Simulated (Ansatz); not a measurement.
Results of r²SCAN+rVV10 (plane waves, PAW; Ansatz, a quantum-chemistry and plane-wave program) for litharge SnO.

Numerical settings: plane-wave cutoff 560 eV, 10×10×8 k mesh (along the axes of the cell as run), Fermi–Dirac smearing 0.01 eV, scalar-relativistic PAW data made under PBE.

Response to compression and expansion:

Shape and atoms are relaxed at each volume.

| V (Å³/atom) | P (GPa) | smallest gap on the k mesh (eV) | c (Å) | a (Å) |
|---|---|---|---|---|
| 16.463 | 1.66 | 0.000 | 4.625 | 3.773 |
| 16.806 | 0.73 | 0.000 | 4.695 | 3.784 |
| 17.149 | 0.00 | 0.015 | 4.766 | 3.794 |
| 17.492 | -0.63 | 0.159 | 4.841 | 3.802 |
| 17.835 | -1.11 | 0.301 | 4.922 | 3.807 |

Note: the bulk modulus comes from volumes at which shape and atoms were relaxed.

Spin–orbit coupling is not included; it can close the smallest gap of 0.01 eV.
